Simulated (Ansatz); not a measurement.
Ansatz (a first-principles code) input (B2GP-PLYP/def2-TZVPD):

Ansatz 0.2 input:
```yaml
crystal:
  periodic: [false, false, false]
  atoms:
    - {symbol: C, position_ang: [0.83746303, 0.09481319, -0.96445335]}
    - {symbol: C, position_ang: [2.06324952, -0.14829068, -0.16658330]}
    - {symbol: C, position_ang: [-0.30755877, 0.79786484, -0.41307968]}
    - {symbol: H, position_ang: [0.69344615, -0.46401561, -1.88145465]}
    - {symbol: H, position_ang: [1.94948445, -1.04538672, 0.45855498]}
    - {symbol: Cl, position_ang: [-1.31412795, -0.35650860, 0.69872479]}
    - {symbol: H, position_ang: [2.93376401, -0.31325886, -0.80354423]}
    - {symbol: H, position_ang: [2.27462115, 0.68230351, 0.51113460]}
    - {symbol: H, position_ang: [-0.04196665, 1.61086036, 0.25712555]}
    - {symbol: H, position_ang: [-1.02809680, 1.12381954, -1.15543980]}
basis:
  gaussian:
    orbitals: def2-TZVPD
hamiltonian:
  xc: {name: B2GP-PLYP}
magnetization: {spin_polarized: true, initial_magnetization: 1}
correlation: {electrons: outside_noble_gas}
```

End of the output:

```
integrals: 0.45 GiB planned
1429 factors; integrals over basis functions are off by at most 6.6e-4 eV
mean field: 1.66 GiB planned
mean field evaluation 1: about -15712.1631 eV, gradient 2.5e1 eV
mean field evaluation 2: about -15712.2003 eV, gradient 2.5e1 eV
mean field evaluation 4: about -15715.4276 eV, gradient 2.7e0 eV
mean field evaluation 8: about -15715.4918 eV, gradient 1.9e-1 eV
mean field evaluation 16: about -15715.4923 eV, gradient 4.6e-4 eV
mean field -15715.49231419 eV, -577.5336902034 hartree, gradient 8.1e-6 eV, S^2 0.762961; 0 other end points of the search recorded, 0 dependent functions left out
8 core orbitals not correlated
reference -15715.49244922 eV, -577.5336951655 hartree; 13, 12 occupied and 190, 191 virtual orbitals, 1429 factors
second order -20.99656832 eV of doubles, -0.00000000 eV of singles
Total energy: -15723.05121382 eV, -577.8114746409 hartree
```

It need not be the lowest isomer of its formula.
